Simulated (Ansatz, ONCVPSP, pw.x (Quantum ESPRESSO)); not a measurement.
**pw.x on diamond Zr: one setting changed**

Potential: optimised norm-conserving Vanderbilt (ONCV), ONCVPSP 4.0.1.1 (patched build), PBEsol; core [Ar] 3d10, reference 4s2 4p6 4d2 5s1.5 5p0.5; waves: 4s+5s: rc 2.25 bohr, ncon 3, nbas 6, qcut 6.4 1/bohr, 2 projectors; 4p+5p: rc 2.60 bohr, ncon 4, nbas 8, qcut 6 1/bohr, 2 projectors; 4d: rc 2.25 bohr, ncon 5, nbas 9, qcut 6.5 1/bohr, local; local part: the d channel; core correction: Teter function, fcfact 1.5, rcfact 1.15.

The reference run (k-mesh 8³, cutoffs 50/200 Ry, Fermi–Dirac 0.01 Ry, mixing_beta 0.4, conv_thr 1e-9, no spin) gives 0.31 GPa at 29.112 Å³/atom, where all-electron LAPW gives 0.02 GPa. This run, with its own iteration cap, changes k-mesh shift to 1.

```
&control
  calculation='scf', prefix='x', pseudo_dir='./', outdir='./tmp', tstress=.true., disk_io='none'
/
&system
  ibrav=0, nat=2, ntyp=1, ecutwfc=50, ecutrho=200, nbnd=21,
  occupations='smearing', smearing='fd', degauss=0.01
/
&electrons
  conv_thr=1e-09, mixing_beta=0.4, electron_maxstep=50
/
ATOMIC_SPECIES
Zr 1.0 Zr.UPF
CELL_PARAMETERS angstrom
  0.00000000 3.07626691 3.07626691
  3.07626691 0.00000000 3.07626691
  3.07626691 3.07626691 0.00000000
ATOMIC_POSITIONS crystal
Zr 0.0000 0.0000 0.0000
Zr 0.2500 0.2500 0.2500
K_POINTS automatic
8 8 8 1 1 1
```

```bash
pw.x < Zr.scf.in > Zr.scf.out
```

**Question.** How does the run end?

**Answer.** It converges in 8 iterations; the free energy moves by +0.7 meV/atom and the pressure by -0.07 GPa.

```
Message from routine setup:
     using ibrav=0 with symmetry is DISCOURAGED, use correct ibrav instead
     lattice parameter (alat)  =       8.2213  a.u.
     unit-cell volume          =     392.9150 (a.u.)^3
     number of electrons       =        24.00
     number of Kohn-Sham states=           21
     kinetic-energy cutoff     =      50.0000  Ry
     charge density cutoff     =     200.0000  Ry
     scf convergence threshold =      1.0E-09
     Exchange-correlation= PBESOL
     number of k points=    60  Fermi-Dirac smearing, width (Ry)=  0.0100
     iteration #  1     ecut=    50.00 Ry     beta= 0.40
     total energy              =    -192.06106290 Ry
     estimated scf accuracy    <       0.03275711 Ry
     iteration #  2     ecut=    50.00 Ry     beta= 0.40
     total energy              =    -192.06030836 Ry
     estimated scf accuracy    <       0.00571644 Ry
     iteration #  3     ecut=    50.00 Ry     beta= 0.40
     total energy              =    -192.06068159 Ry
     estimated scf accuracy    <       0.00025775 Ry
     iteration #  4     ecut=    50.00 Ry     beta= 0.40
     total energy              =    -192.06071681 Ry
     estimated scf accuracy    <       0.00001001 Ry
     iteration #  5     ecut=    50.00 Ry     beta= 0.40
     total energy              =    -192.06071749 Ry
     estimated scf accuracy    <       0.00000048 Ry
     iteration #  6     ecut=    50.00 Ry     beta= 0.40
     total energy              =    -192.06071756 Ry
     estimated scf accuracy    <       0.00000001 Ry
     iteration #  7     ecut=    50.00 Ry     beta= 0.40
     total energy              =    -192.06071756 Ry
     estimated scf accuracy    <          3.9E-09 Ry
     iteration #  8     ecut=    50.00 Ry     beta= 0.40
     the Fermi energy is     9.9735 ev
!    total energy              =    -192.06071756 Ry
     estimated scf accuracy    <          4.6E-10 Ry
     smearing contrib. (-TS)   =      -0.01943366 Ry
     The total energy is F=E-TS. E is the sum of the following terms:
     one-electron contribution =     -75.17138996 Ry
     hartree contribution      =      42.86172908 Ry
     xc contribution           =     -26.29645560 Ry
     ewald contribution        =    -133.43516742 Ry
     convergence has been achieved in   8 iterations
          total   stress  (Ry/bohr**3)                   (kbar)     P=        2.43
     Message from routine punch:
     Nothing written, as per user request (disk_io='none')
```

The run took about 43 s on one core of a shared host (Neoverse-V1, 32 threads, 247 GiB, load 19).
